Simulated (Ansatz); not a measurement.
`NC1CO1`. Charge 0, multiplicity 1. The structure was optimised at the PBE0-D4/def2-TZVP level. It is one conformer, not always the lowest.

```xyz
9

N     0.838   -1.064    0.236
C    -0.303   -0.248    0.315
C    -0.295    1.131   -0.138
O    -1.002    0.138   -0.875
H     1.443   -0.792   -0.527
H     0.593   -2.039    0.124
H    -0.968   -0.525    1.130
H    -0.908    1.881    0.356
H     0.601    1.518   -0.622
```

Task: What is the dipole moment at B3LYP/def2-TZVPP? (Best estimate.)

Result: The calculation gave: 1.00 D, with components (0.87, -0.09, 0.49) D in this frame, pointing from negative to positive charge.

Task: And with PBE, r2SCAN, ωB97M-V? (Best estimate.)

Result: Ansatz gave: PBE 0.93 D, r2SCAN 0.97 D, ωB97M-V 0.99 D.

Task: Give the Mulliken charges with B3LYP, PBE, r2SCAN in def2-TZVPP. (Estimate.)

Result: Computed: 
```json
{"atom": "N1", "B3LYP": "-0.29", "PBE": "-0.29", "r2SCAN": "-0.32"}
{"atom": "C2", "B3LYP": "0.12", "PBE": "0.06", "r2SCAN": "0.16"}
{"atom": "C3", "B3LYP": "0.01", "PBE": "0.01", "r2SCAN": "0.10"}
{"atom": "O4", "B3LYP": "-0.35", "PBE": "-0.28", "r2SCAN": "-0.35"}
{"atom": "H5", "B3LYP": "0.13", "PBE": "0.14", "r2SCAN": "0.14"}
{"atom": "H6", "B3LYP": "0.14", "PBE": "0.15", "r2SCAN": "0.15"}
{"atom": "H7", "B3LYP": "0.10", "PBE": "0.09", "r2SCAN": "0.05"}
{"atom": "H8", "B3LYP": "0.08", "PBE": "0.07", "r2SCAN": "0.04"}
{"atom": "H9", "B3LYP": "0.07", "PBE": "0.06", "r2SCAN": "0.03"}
```

B3LYP here is the variant with VWN-RPA as its local correlation; programs differ in this.
